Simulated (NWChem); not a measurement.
## Atomisation of thiophene (C4H4S)

```
C
C 1 1.3820
H 2 1.0970 1 128.55
H 1 1.0990 2 123.25 3 0.00
C 1 1.4304 4 124.20 2 180.00
C 5 1.3820 1 112.55 4 180.00
H 6 1.0970 5 128.55 1 180.00
H 5 1.0990 6 123.25 7 0.00
S 2 1.7319 3 119.98 1 180.00
```
Charge 0, spin multiplicity 1.

All runs are NWChem calculations. Structure: optimised with PBE/def2-SVP, a minimum by its harmonic frequencies.

Basis set: def2-TZVP. The atomisation energy is electronic alone: no zero-point, thermal, spin-orbit or counterpoise terms. No value is extrapolated to the basis-set limit. Free atoms are single determinants with multiplicities C 3, S 3, H 2.

B3LYP has NWChem's definition, with VWN1-RPA local correlation. The stability of the SCF solutions was not checked. Open-shell Hartree-Fock references start from PBE0 orbitals.

### Question
Order these methods by the atomisation energy they give, lowest first: HF, LDA (SVWN5), PBE0, PBE, B3LYP.

### Answer
HF (692.1 kcal/mol), B3LYP (952.3 kcal/mol), PBE0 (974.2 kcal/mol), PBE (996.3 kcal/mol), LDA (SVWN5) (1120.1 kcal/mol)
